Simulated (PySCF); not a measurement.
**One molecule, a ladder of functionals, a line**

Molecule: `ClC(F)Cl`, CHCl$_{2}$F.

Structure with atom numbers: `[F:1][CH:2]([Cl:3])[Cl:4]`. Hydrogens are named by the atom that carries them.

GIAO shieldings (ppm, equivalent atoms averaged) in PySCF on the PBE0-D3(BJ)/def2-SVP geometry, basis pcSseg-2, gas phase, non-relativistic:

| functional | exact exchange (%) | σ(F1) | σ(C2) | σ(Cl3/Cl4) |
| --- | --- | --- | --- | --- |
| BLYP | 0 | 234.7 | 44.7 | 519.2 |
| BP86 | 0 | 238.4 | 50.6 | 540.5 |
| PBE | 0 | 236.9 | 50.9 | 543.9 |
| B3LYP | 20 | 257.1 | 54.3 | 551.4 |
| PBE0 | 25 | 264.1 | 62.2 | 582.7 |
| mPW1PW91 | 25 | 265.2 | 61.3 | 580.6 |
| HF | 100 | 316.8 | 88.5 | 657.9 |

**Question.** Fit each shielding as a line in the percentage of exact exchange.

**Answer.** σ(F1) = 239.6 + 0.80 x (rms 3.7 ppm); σ(C2) = 49.2 + 0.40 x (rms 2.6 ppm); σ(Cl3/Cl4) = 537.9 + 1.24 x (rms 11.1 ppm). The functionals also differ in their semilocal parts, which the line can't hold; Hartree–Fock has no correlation at all.

**Question.** What does the line predict for BHandHLYP (50 %), and what does the run give?

**Answer.** σ(F1): 279.6 predicted, 283.1 computed; σ(C2): 69.2 predicted, 67.6 computed; σ(Cl3/Cl4): 599.9 predicted, 592.1 computed ppm.
